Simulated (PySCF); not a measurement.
Question: Give a GFN2-xTB geometry of InChI=1S/C3H3/c1-2-3-1/h1H,2H2. (Doublet state.)

Answer: 
```xyz
6
C3H3 angstrom
C      0.2672    1.0885   -0.3874
C      0.9227    0.0843    0.0684
C     -0.6473   -0.0323   -0.0638
H      1.7622   -0.4850    0.3785
H     -1.0552   -0.6488   -0.8557
H     -1.2465   -0.0048    0.8384
```

Any rigid rotation of these coordinates is as good. Atoms count from 1 in this order. The C–C distances run from 1.283 Å (C1=C2, drawn double) to 1.580 Å (C2–C3, drawn single), a spread of 0.297 Å. The 3-membered ring C1–C2–C3 has internal angles of 49.4° to 69.3°. C2 (carbon bonded to 2 C and H) has angles 158.2°, 140.5° and 61.3°.

Bonds between heavy atoms (Å): C1=C2 1.283, C2–C3 1.580, C1–C3 1.482.

Structure optimised with GFN2-xTB, isolated species. This method treats the open shell by occupation alone, without spin polarisation.

Point group: Cs (tolerance 0.08 Å). Stationary, but not proved a minimum.

The numbers are calculated, not measured.
